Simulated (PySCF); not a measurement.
The dipole of water (`O`) from its density and from atomic charges.

Coordinates (GFN2-xTB, Å) and charges (e) from the PBE0/pcSseg-1 density (PySCF):

| atom | x | y | z | Mulliken | IAO | Hirshfeld | ESP-fitted |
| --- | --- | --- | --- | --- | --- | --- | --- |
| O1 | 0.004 | 0.379 | -0.003 | -0.4517 | -0.7033 | -0.3345 | -0.7632 |
| H2 | -0.769 | -0.190 | -0.011 | +0.2259 | +0.3517 | +0.1673 | +0.3819 |
| H3 | 0.776 | -0.192 | 0.001 | +0.2259 | +0.3517 | +0.1673 | +0.3813 |

Question: Form Σ q r in debye for every column and set it beside the full dipole.

Answer: The full density gives (0.00, -2.03, -0.01) D, 2.03 D in size; dipole vectors point from the negative to the positive end.

| scheme | μx | μy | μz | size (D) | share of the full size (%) | angle to the full dipole (°) |
| --- | --- | --- | --- | --- | --- | --- |
| Mulliken | 0.00 | -1.23 | -0.01 | 1.23 | 61 | 0 |
| IAO | 0.00 | -1.92 | -0.01 | 1.92 | 95 | 0 |
| Hirshfeld | 0.00 | -0.91 | 0.00 | 0.91 | 45 | 0 |
| ESP-fitted | 0.00 | -2.09 | -0.01 | 2.09 | 103 | 0 |

Question: Which set comes closest?

Answer: Length of the difference vector: ESP-fitted 0.05 D, IAO 0.11 D, Mulliken 0.80 D, Hirshfeld 1.12 D. Closest: ESP-fitted. ESP charges are fitted to the potential around the molecule, whose slowest-falling term is the dipole's. 

Question: What is left for the Hirshfeld atoms' own dipoles?

Answer: The shares of the density sum to the whole, so what Σ q r misses lies in dipoles about the nuclei. The atomic dipoles sum to (0.00, -2.03, -0.01) − (0.00, -0.91, 0.00) = (0.00, -1.12, -0.01) D, 1.12 D in size.

Question: Give the size of the full dipole in other units.

Answer: 2.03 D = 0.799 au = 0.423 e·Å = 6.78 × 10⁻³⁰ C·m.

Geometry: GFN2-xTB; no solvent, vibrations or thermal averaging.

The run behind these numbers computed NMR shieldings as well. Time: 1.0 s wall. Hardware: an x86-64 server with one thread, on a shared host.
